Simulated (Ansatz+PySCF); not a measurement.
Results of a calculation; reference values are marked as such.
Several solutions for singlet NaCl

```xyz
2

Na    0.0000    0.0000   -2.1296
Cl    0.0000    0.0000    1.3780
```

Basis set: cc-pVDZ (spherical functions). Charge 0, multiplicity 1.

CASSCF(2,2) was run from several starts with Ansatz (development build ahead of 0.2.0) and PySCF 2.14.0. The starts are those of the Hartree–Fock orbitals from which the active space was taken at the frontier.

```
run  program                        start  converged  energy (hartree)  <S²>
  A    PySCF             program defaults        yes        -621.38430  0.00
  B   Ansatz      atomic start, no search        yes        -621.39034  0.00
  C   Ansatz      stability test followed        yes        -621.39290  0.00
  D   Ansatz  search for the lowest state        yes        -621.39290  0.00
```

Question: Which runs reached the lowest solution of this kind, and what is wrong with the others?

Answer: C, D reached the lowest solution found. Converged but too high: A by 0.23 eV, B by 0.07 eV. Convergence only shows a stationary point; in CASSCF the end hangs on which orbitals enter the active space. Caution: other starts end on other solutions of this active space.
